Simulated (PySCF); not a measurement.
Excitation energies in several basis sets

Ethenethiol, C₂H₄S.
SMILES: `C=CS`

TDDFT with PBE0 (PySCF), vertical singlets, core orbitals frozen in the response, spherical d and f functions. Isolated species at its PBE0-D3(BJ)/def2-SVP geometry (one conformer only).

```
      basis  functions  diffuse  S1 (eV)  S2 (eV)  S3 (eV)  S4 (eV)  S5 (eV)  LUMO (eV)  α (au)
     6-31G*         54       no     5.50     6.42     7.32     8.12     8.34       0.51    36.4
   def2-SVP         66       no     5.69     6.27     7.35     7.52     8.22       0.29    36.9
    6-31+G*         66      yes     5.16     5.81     5.96     6.22     6.58      -0.07    43.0
  def2-SVPD         99      yes     5.30     5.83     6.05     6.54     6.87      -0.12    48.2
aug-cc-pVDZ        109      yes     5.14     5.69     5.81     5.87     6.22      -0.18    48.8
  def2-TZVP        123       no     5.30     5.93     6.72     7.14     7.75      -0.03    43.8
 def2-TZVPD        156      yes     5.15     5.71     5.85     6.13     6.47      -0.18    49.4
aug-cc-pVTZ        234      yes     5.12     5.65     5.75     5.86     6.19      -0.22    49.6
```

How much do these states and the polarisability depend on the basis?

States are compared by their number. Against the largest diffuse basis here (aug-cc-pVTZ, itself not a converged limit), sets without diffuse functions differ by up to 0.57 eV in S1 and 2.16 eV in S5; the smaller diffuse sets differ by up to 0.18 and 0.68 eV. State by state, the largest deviation of a set without diffuse functions is S1 0.57, S2 0.77, S3 1.61, S4 2.26, S5 2.16 eV. The same number needn't mean the same state in each row. Against aug-cc-pVTZ the polarisability deviates by -27% in 6-31G*, -26% in def2-SVP, -13% in 6-31+G*, -3% in def2-SVPD, -1% in aug-cc-pVDZ, -12% in def2-TZVP, 0% in def2-TZVPD. A single + in a Pople set puts diffuse functions on heavy atoms only.
